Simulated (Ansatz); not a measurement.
**BH₃ (singlet): from Hartree-Fock to the top rungs at scale of all distances = 2.393, cc-pVDZ**

How much of the correlation energy of BH₃ (singlet) does each wave-function method recover here?

Computed with Ansatz 0.2.0, Gaussian basis. Level: cc-pVDZ, core rule «outside noble gas», up to 1 orbitals frozen.

To be run: UHF; CCSD(T) on RHF; CCSD(T) on UHF; BCCD(T) on RHF; CISD; CCSDT(Q) on RHF; CCSDT(Q) on UHF; CCSDTQ on RHF; CASSCF and MRCISD+Q, 2 electrons in 2 orbitals; CASSCF and NEVPT2, 2 electrons in 2 orbitals; CASSCF and MRCISD+Q, 6 electrons in 7 orbitals; CASSCF and MRCISD+Q(relaxed), 6 electrons in 7 orbitals; CASSCF and NEVPT2, 6 electrons in 7 orbitals; Full CI.

14 further runs of the same task are left out: 4 for a known fault of the program, 8 that didn't finish, 2 set aside as unsound or not needed.

**1. The geometry**

The geometry derives from a PBE0/def2-TZVP stationary point (not a proven minimum). All distances are scaled together.

4 atoms, charge 0, spin multiplicity 1.

Atoms are counted from 1 here; the program's logs count them from 0.

No contacts short enough for the rule that draws bonds.

**2. UHF**

File in.yaml:

```yaml
crystal:
  periodic: [false, false, false]
  atoms:
    - {symbol: B, position_ang: [0.000000, 0.000000, 0.000000]}
    - {symbol: H, position_ang: [2.855751, 0.034831, -0.000617]}
    - {symbol: H, position_ang: [-1.458042, 2.455727, -0.006789]}
    - {symbol: H, position_ang: [-1.397709, -2.490558, 0.007406]}
basis:
  gaussian: {orbitals: cc-pVDZ}
magnetization: {spin_polarized: true, initial_magnetization: 0}
hamiltonian: {xc: hf}
output: {orbitals: {seedname: orbitals}}
```

Launch:

```bash
ansatz run in.yaml --threads 1 --pin off --events-out ev --progress --plain --max-ram 2393MiB
```

After this run come: CCSD(T) on RHF; CCSD(T) on UHF; BCCD(T) on RHF; CISD; CCSDT(Q) on RHF; CCSDT(Q) on UHF; CCSDTQ on RHF; CASSCF and MRCISD+Q, 2 electrons in 2 orbitals; CASSCF and NEVPT2, 2 electrons in 2 orbitals; CASSCF and MRCISD+Q, 6 electrons in 7 orbitals; CASSCF and MRCISD+Q(relaxed), 6 electrons in 7 orbitals; CASSCF and NEVPT2, 6 electrons in 7 orbitals; Full CI.

Q: Predict the results of all the runs planned. Wanted: FCI below the RHF energy; RMP2 from FCI; UMP2 from FCI; RCCSD from FCI; RCCSD(T) from FCI; UCCSD(T) from FCI; RCCSDT(Q) from FCI; UCCSDT(Q) from FCI; NEVPT2 valence from FCI.

As calculated:

```
                          quantity                                                                           value
          FCI below the RHF energy                                                                      -8.5938 eV
                     RMP2 from FCI                                                                 +32.22 kcal/mol
                     UMP2 from FCI                                                                 +23.96 kcal/mol
                    RCCSD from FCI                                                                 +11.11 kcal/mol
                 RCCSD(T) from FCI                                                                  -0.90 kcal/mol
                 UCCSD(T) from FCI                                                                  +5.42 kcal/mol
                RCCSDT(Q) from FCI                                                                  +3.48 kcal/mol
                UCCSDT(Q) from FCI                                                                  +1.32 kcal/mol
           NEVPT2 valence from FCI                                                                  +5.53 kcal/mol
         MRCISD+Q valence from FCI                                                                  -0.20 kcal/mol
MRCISD+Q(relaxed) valence from FCI                                                                  -0.42 kcal/mol
 levels within 1 kcal/mol (43 meV)  RCCSD(T), RCCSDTQ, MRCISD valence, MRCISD+Q valence, MRCISD+Q(relaxed) valence
                     T1 diagnostic                                                                           0.108
    effectively unpaired electrons                                                                            3.28
```

What this shows: RCCSD(T) lands -0.90 kcal/mol from the yardstick (0.5 % of the correlation energy). CCSD(T) misses by -0.90 kcal/mol on the restricted determinant and by +5.42 kcal/mol on the unrestricted one; the two need not hold the same state or core. RCCSD(T), MRCISD+Q valence, MRCISD+Q(relaxed) valence fall below full CI, which methods that aren't variational can do. The occupations show strong static correlation (3.3 unpaired electrons where one determinant has 0). Coupled cluster on one determinant still stays close here. Of the multireference levels listed MRCISD+Q valence comes nearest in total energy (-0.20 kcal/mol), which doesn't show that its space is the better one. Coupled cluster took another determinant than the lowest Hartree-Fock one. These misses are within one basis, not against nature.
